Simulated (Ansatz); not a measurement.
**MgSiP2 (I-42d, No. 122, 8 atoms in the cell)**

Computed with PBE0 (Ansatz, a quantum-chemistry and plane-wave program, PAW).

Settings: plane-wave cutoff 460 eV, 6×6×6 k mesh, Fermi–Dirac smearing 0.01 eV, scalar-relativistic PAW data made under PBE.

Cell (measured lattice):

```
CELL_PARAMETERS angstrom
     -2.86045     2.86045     5.04750
      2.86045    -2.86045     5.04750
      2.86045     2.86045    -5.04750
ATOMIC_POSITIONS crystal
  Mg 0.00000 0.00000 0.00000
  Mg 0.75000 0.25000 0.50000
  Si 0.50000 0.50000 0.00000
  Si 0.25000 0.75000 0.50000
  P  0.87500 0.83257 0.45757
  P  0.16743 0.62500 0.04243
  P  0.37500 0.41743 0.54243
  P  0.58257 0.12500 0.95757
```

band gap: 2.60 eV (on the SCF k mesh) (direct)

Note: cell and atoms aren't relaxed at this level (pressure 0.4 GPa).

The computed numbers hold no vibrational or temperature effects.

The result took roughly 5 core-minutes.
